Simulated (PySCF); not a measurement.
Compound: C₅H₁₁ (doublet state).
Cartesian coordinates in Å at the GFN2-xTB level; atoms count from 1:
```
atom  x, y, z in Å
C1     1.8704   -0.1061    0.3307
C2     0.7859   -0.4561   -0.7077
C3    -0.5734   -0.0476   -0.2692
C4    -1.3404   -0.9263    0.6500
C5    -1.0102    1.3594   -0.4554
H6     2.8491   -0.4204   -0.0249
H7     1.8916    0.9666    0.5064
H8     1.6654   -0.6070    1.2736
H9     0.8143   -1.5362   -0.8768
H10    1.0417    0.0442   -1.6460
H11   -2.4130   -0.7635    0.5428
H12   -1.1225   -1.9760    0.4576
H13   -1.0924   -0.7287    1.7015
H14   -0.6919    1.9972    0.3800
H15   -0.5855    1.7815   -1.3652
H16   -2.0968    1.4279   -0.5090
```

The hyperfine couplings belong to this conformer and change with its torsions.

Identity: `CC[C](C)C` [radical].

The calculation used PySCF, UKS B3LYP, pcH-1 on C H, non-relativistic, mean-field spin-orbit, GIAO. One conformer (not necessarily the lowest) at the GFN2-xTB geometry, without solvent, vibrations or thermal averaging. A GFN2-xTB geometry isn't a minimum of the functional, and hyperfine couplings can be far from their values at a DFT geometry. Stability of the SCF solution: not tested.

Task: The isotropic 1H couplings, averaged over equivalent nuclei, are +67.9, +30.5, +0.7 MHz. Assign them to H6/H7/H8; H9/H10; H11 (×6).

Result: 
```json
{"site": "H6/H7/H8", "a_iso (MHz)": "+0.7", "ρ(0) (bohr⁻³)": "+0.0002", "position": "γ, 3 bonds from C3", "distance from C3 (Å)": "3.00", "bound to": "C1", "spin population there": "+0.05", "largest |T| (MHz)": "6.1"}
{"site": "H9/H10", "a_iso (MHz)": "+30.5", "ρ(0) (bohr⁻³)": "+0.0068", "position": "β, 2 bonds from C3", "distance from C3 (Å)": "2.12", "bound to": "C2", "spin population there": "-0.07", "largest |T| (MHz)": "9.3"}
{"site": "H11 (×6)", "a_iso (MHz)": "+67.9", "ρ(0) (bohr⁻³)": "+0.0152", "position": "β, 2 bonds from C3", "distance from C3 (Å)": "2.14", "bound to": "C4/C5", "spin population there": "-0.08", "largest |T| (MHz)": "8.7"}
```

ρ(0) is the spin density at the nucleus and T the dipolar tensor; entries for several nuclei are means. Largest spin populations (Mulliken): C3 (+0.96), C4 (-0.08), C5 (-0.08) and C2 (-0.07). C3 is the only atom above +0.15. The positive populations add up to 1.24 and the negative ones to -0.24, together 2S = 1. The angles at C3 add up to 358.1°, so it is nearly planar.

β density exceeds α density at some nuclei, such as C4/C5 (-0.0284) and C2 (-0.0272), spin density in bohr⁻³. In a single determinant that takes different orbitals for the two spins, that is spin polarisation.

Class means assume fast exchange of nuclei equivalent by connectivity; if that motion is slow, each nucleus keeps its own coupling. The six 1H nuclei of mean +67.9 MHz run from 25.8 to 136.4 MHz in the frozen geometry. The three 1H nuclei of mean +0.7 MHz run from -4.0 to 10.2 MHz in the frozen geometry.
